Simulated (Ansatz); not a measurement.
**Heating and cooling a random packing of TiSi5**

A packing of 24 atoms, thrown in at random and pushed apart as soft spheres with like charges further apart (20 Si, 4 Ti) went through Langevin stages in a fixed cell of 16.13 Å³/atom, at one k point, without spin and with a Fermi–Dirac width of kT (0.05 eV at least). These are results of DFT PBE, scalar-relativistic, plane waves, PAW in Ansatz, not measurements.

```json
{"thermostat (K)": "2510", "duration (fs)": "72", "friction (1/fs)": "0.030", "cutoff (eV)": "320", "mean T (K)": "2525", "mean P (GPa)": "6.8", "mean square displacement (Å²)": "0.46"}
{"thermostat (K)": "2510", "duration (fs)": "657", "friction (1/fs)": "0.005", "cutoff (eV)": "420", "mean T (K)": "2379", "mean P (GPa)": "7.5", "mean square displacement (Å²)": "4.32"}
{"thermostat (K)": "1810", "duration (fs)": "654", "friction (1/fs)": "0.005", "cutoff (eV)": "420", "mean T (K)": "1737", "mean P (GPa)": "4.0", "mean square displacement (Å²)": "1.92"}
{"thermostat (K)": "1000", "duration (fs)": "567", "friction (1/fs)": "0.015", "cutoff (eV)": "420", "mean T (K)": "925", "mean P (GPa)": "1.2", "mean square displacement (Å²)": "0.42"}
{"thermostat (K)": "300", "duration (fs)": "300", "friction (1/fs)": "0.015", "cutoff (eV)": "420", "mean T (K)": "409", "mean P (GPa)": "-1.6", "mean square displacement (Å²)": "0.36"}
```

Means run over the second half of a stage; pressure includes the kinetic part; displacements count from the stage's start, the atoms' common shift taken off.

Cell and atoms were then relaxed on coarser meshes and computed once more: Plane waves to 420 eV, a k mesh through Γ of 5×5×5 on the computed 24-atom cell and Gaussian smearing (0.10 eV); no spin polarisation.

**Question.** What structure is left?

**Answer.** One draw of many: 15.59 Å³/atom with no gap on the mesh, 0.02 eV/atom above the elements' standard states (static lattices, no corrections for gases) (a random packing after short dynamics, relaxed).

Counting as bonded all pairs within 1.2 times the summed covalent radii:

```csv
atom → neighbour,mean count,mean length (Å),spread (Å)
Si → Si,3.80,2.50,0.07
Si → Ti,1.95,2.70,0.13
Ti → Si,9.75,2.70,0.13
Ti → Ti,2.50,3.33,0.16
```

Angles between all pairs of such bonds at an atom (mean ± spread): 100 ± 30° at Si, 96 ± 34° at Ti.

```
CELL_PARAMETERS angstrom
6.89738 -0.30307 -0.07160
-0.28176 7.44829 0.24854
-0.06181 0.25894 7.30205
ATOMIC_POSITIONS crystal
Si 0.87637 0.81954 0.93858
Si 0.59684 0.64177 0.22083
Si 0.12814 0.84141 0.42343
Si 0.02197 0.16457 0.05879
Si 0.77749 0.20312 0.29553
Si 0.52277 0.77227 0.55687
Si 0.52604 0.66037 0.88189
Si 0.14472 0.49063 0.06393
Si 0.57096 0.40596 0.64740
Si 0.54263 0.09886 0.52569
Si 0.17746 0.17141 0.39227
Si 0.25370 0.37739 0.76128
Si 0.30953 0.79579 0.10446
Si 0.91616 0.52084 0.30720
Si 0.45137 0.32016 0.19117
Si 0.11311 0.04863 0.75117
Si 0.83666 0.65316 0.61491
Si 0.83695 0.88811 0.25207
Si 0.39970 0.10318 0.95896
Si 0.72375 0.09676 0.83183
Ti 0.29081 0.53865 0.40062
Ti 0.77407 0.42924 0.97721
Ti 0.16305 0.70439 0.77293
Ti 0.92646 0.31677 0.60101
```

The final mesh leaves forces up to 0.11 eV/Å and stresses up to 0.2 GPa: the relaxation ran on a coarser mesh, so the cell's shape, its bonds and its energy belong partly to that mesh.

Cost: 6 runs of about 60 core-minutes in all (earlier runs that led there not counted), on Intel Xeon Processor @ 2.70GHz (shared hosts).